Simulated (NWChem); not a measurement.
All runs are NWChem calculations. System: B, charge 1, spin multiplicity 1. Level: MP2/def2-TZVPD, 1 core orbitals frozen.

The NWChem input:

```
start mol
memory heap 200 mb stack 900 mb global 1100 mb
charge 1
geometry units angstroms nocenter noautoz
  B      0.000000     0.000000     0.000000
  symmetry group D2h
end
basis spherical
  * library def2-tzvpd
end
scf
  rhf
  nopen 0
  maxiter 100
  thresh 1e-7
  semidirect memsize 60000000 filesize 0
end
mp2
  freeze core 1
end
task mp2 energy
```

Output (cleaned and shortened):

```
             Northwest Computational Chemistry Package (NWChem) 7.3.0
             --------------------------------------------------------

                                NWChem Input Module
                                -------------------

 Scaling coordinates for geometry "geometry" by  1.889725989
 (inverse scale =  0.529177249)

                             Geometry "geometry" -> ""
                             -------------------------

 Output coordinates in angstroms (scale by  1.889725989 to convert to a.u.)

  No.       Tag          Charge          X              Y              Z
 ---- ---------------- ---------- -------------- -------------- --------------
    1 B                    5.0000     0.00000000     0.00000000     0.00000000

 Effective nuclear repulsion energy (a.u.)       0.0000000000

            Nuclear Dipole moment (a.u.)
            ----------------------------
        X                 Y               Z
 ---------------- ---------------- ----------------
     0.0000000000     0.0000000000     0.0000000000

      Symmetry information
      --------------------

 Group name             D2h
 Group number             26
 Group order               8
 No. of unique centers     1

      Symmetry unique atoms

     1


 Summary of "ao basis" -> "" (spherical)
 ------------------------------------------------------------------------------
       Tag                 Description            Shells   Functions and Types
 ---------------- ------------------------------  ------  ---------------------
 *                         def2-tzvpd                 on all atoms

 Summary of "ao basis" -> "ao basis" (spherical)
 ------------------------------------------------------------------------------
       Tag                 Description            Shells   Functions and Types
 ---------------- ------------------------------  ------  ---------------------
 B                         def2-tzvpd               13       37   6s3p3d1f

                                 NWChem SCF Module
                                 -----------------

  ao basis        = "ao basis"
  functions       =    37
  atoms           =     1
  closed shells   =     2
  open shells     =     0
  charge          =   1.00
  wavefunction    = RHF
  use symmetry    = T
  symmetry adapt  = T

 Summary of "ao basis" -> "ao basis" (spherical)
 ------------------------------------------------------------------------------
       Tag                 Description            Shells   Functions and Types
 ---------------- ------------------------------  ------  ---------------------
 B                         def2-tzvpd               13       37   6s3p3d1f

      Symmetry analysis of basis
      --------------------------

        ag         12
        au          1
        b1g         3
        b1u         5
        b2g         3
        b2u         5
        b3g         3
        b3u         5

 Forming initial guess at       0.1s

      Superposition of Atomic Density Guess
      -------------------------------------

 Sum of atomic energies:         -24.53471366

 Renormalizing density from       5.00 to      4

      Non-variational initial energy
      ------------------------------

 Total energy =     -20.770122
 1-e energy   =     -25.902675
 2-e energy   =       5.132553
 HOMO         =      -0.934927
 LUMO         =      -0.449383

      Symmetry analysis of molecular orbitals - initial
      -------------------------------------------------

 !! scf_movecs_sym_adapt:   31 vectors were symmetry contaminated
[...]
                       ROHF Final Molecular Orbital Analysis
                       -------------------------------------

 Vector    2  Occ=2.000000D+00  E=-8.736828D-01  Symmetry=ag
              MO Center=  3.6D-17,  1.7D-17, -5.2D-17, r^2= 1.1D+00
   Bfn.  Coefficient  Atom+Function         Bfn.  Coefficient  Atom+Function
  ----- ------------  ---------------      ----- ------------  ---------------
     3      0.561443  1 B  s                  4      0.517637  1 B  s
     2     -0.254774  1 B  s

 Vector    3  Occ=0.000000D+00  E=-2.759234D-01  Symmetry=b3u
              MO Center= -9.0D-18, -1.8D-33,  3.0D-33, r^2= 1.9D+00
   Bfn.  Coefficient  Atom+Function         Bfn.  Coefficient  Atom+Function
  ----- ------------  ---------------      ----- ------------  ---------------
    10      0.463116  1 B  px                 7      0.417954  1 B  px
    13      0.305054  1 B  px

 Vector    4  Occ=0.000000D+00  E=-2.759234D-01  Symmetry=b2u
              MO Center= -8.8D-34, -1.0D-17,  2.1D-34, r^2= 1.9D+00
   Bfn.  Coefficient  Atom+Function         Bfn.  Coefficient  Atom+Function
  ----- ------------  ---------------      ----- ------------  ---------------
    11      0.463116  1 B  py                 8      0.417954  1 B  py
    14      0.305054  1 B  py

 Vector    5  Occ=0.000000D+00  E=-2.759234D-01  Symmetry=b1u
              MO Center=  3.5D-32, -8.3D-32, -1.7D-17, r^2= 1.9D+00
   Bfn.  Coefficient  Atom+Function         Bfn.  Coefficient  Atom+Function
  ----- ------------  ---------------      ----- ------------  ---------------
    12      0.463116  1 B  pz                 9      0.417954  1 B  pz
    15      0.305054  1 B  pz

 center of mass
 --------------
 x =   0.00000000 y =   0.00000000 z =   0.00000000

 moments of inertia (a.u.)
 ------------------
           0.000000000000           0.000000000000           0.000000000000
           0.000000000000           0.000000000000           0.000000000000
           0.000000000000           0.000000000000           0.000000000000

  Mulliken analysis of the total density
  --------------------------------------

    Atom       Charge   Shell Charges
 -----------   ------   -------------------------------------------------------
    1 B    5     4.00   0.93  1.04  0.99  0.98  0.06  0.00  0.00  0.00  0.00 -0.00  0.00  0.00  0.00

       Multipole analysis of the density wrt the origin
       ------------------------------------------------

     L   x y z        total         open         nuclear
     -   - - -        -----         ----         -------
     0   0 0 0      1.000000      0.000000      5.000000

     1   1 0 0     -0.000000      0.000000      0.000000
     1   0 1 0     -0.000000      0.000000      0.000000
     1   0 0 1      0.000000      0.000000      0.000000

     2   2 0 0     -2.646744      0.000000      0.000000
     2   1 1 0     -0.000000      0.000000      0.000000
     2   1 0 1      0.000000      0.000000      0.000000
     2   0 2 0     -2.646744      0.000000      0.000000
     2   0 1 1     -0.000000      0.000000      0.000000
     2   0 0 2     -2.646744      0.000000      0.000000

                   NWChem MP2 Semi-direct Energy/Gradient Module
                   ---------------------------------------------

  Basis functions       =     37
  Molecular orbitals    =     37
  Frozen core           =      1
  Frozen virtuals       =      0
  Active alpha occupied =      1
  Active beta occupied  =      1
  Active alpha virtual  =     35
  Active beta virtual   =     35
  Use MO symmetry       = T
  Use skeleton AO sym   = T

  AO/Fock/Back tols     =   1.0D-09  1.0D-09  1.0D-09

 GA uses MA = F    GA memory limited = T

 Available:
  local mem=  1.26D+08
 global mem=  1.44D+08
 local disk=  0.00D+00
  mp2_memr nvloc                    35
  nvloc new                    35
   1 passes of   1:        3145728                       4542                     86054.
   1 passes of   1: M    126154640           G      144176462           F     123008912.

 Semi-direct pass number   1 of   1  for RHF alpha+beta  at        0.3s
  vrange nnbf                   703
  mp2_eaftype                    10  avail_ma_in_mb                  1099
 EAF : mp2_eaftype filesize          10      43027.
  mp2_eaf for mointskh                     10
Node 0 wrote      0.2 Mb in      0.0 s     Agg I/O rate:  1060.1 Mb/s
 Done moints_semi at        0.4s
  mp2_eaftype                    10  avail_ma_in_mb                  1089
 EAF : mp2_eaftype filesize          10      43027.
  mp2_eaf for kh                    10
 Done maket at        0.4s
 Done multipass loop at        0.4s

          -------------------------------------------
          SCF energy                 -24.236833228398
          Correlation energy          -0.035491944862
          Singlet pairs               -0.035491944862
          Triplet pairs                0.000000000000
          Total MP2 energy           -24.272325173260
          -------------------------------------------

          ---------------------------------------------------
                    Spin Component Scaled (SCS) MP2
          Same spin pairs                      0.000000000000
          Same spin scaling factor             0.333333333333
          Opposite spin pairs                 -0.035491944862
          Opposite spin scaling fact.          1.200000000000
          SCS-MP2 correlation energy          -0.042590333834
          Total SCS-MP2 energy               -24.279423562232
          ---------------------------------------------------

 -----------------------
 Performance information
 -----------------------

 Timer overhead =  2.29D-07 seconds/call

               Nr. of calls         CPU time (s)                 Wall time (s)                GFlops
             ---------------    -------------------     ------------------------------   -------------------
Name         Min   Avg   Max    Min     Avg     Max     Min     Avg     Max   Mx/calls   Min     Max     Sum
mp2: moin     1     1     1   0.17    0.17    0.17     0.17    0.17    0.17    0.17      0.0     0.0     0.0
mp2: make     1     1     1   1.04E-3 1.04E-3 1.04E-3  1.04E-3 1.04E-3 1.04E-3 1.04E-3   0.0     0.0     0.0
mp2: tota     1     1     1   0.21    0.21    0.21     0.21    0.21    0.21    0.21      0.0     0.0     0.0

 The average no. of pstat calls per process was 3.00D+00
 with a timing overhead of 6.88D-07s

 Task  times  cpu:        0.4s     wall:        0.4s

 Total times  cpu:        0.4s     wall:        0.4s
```
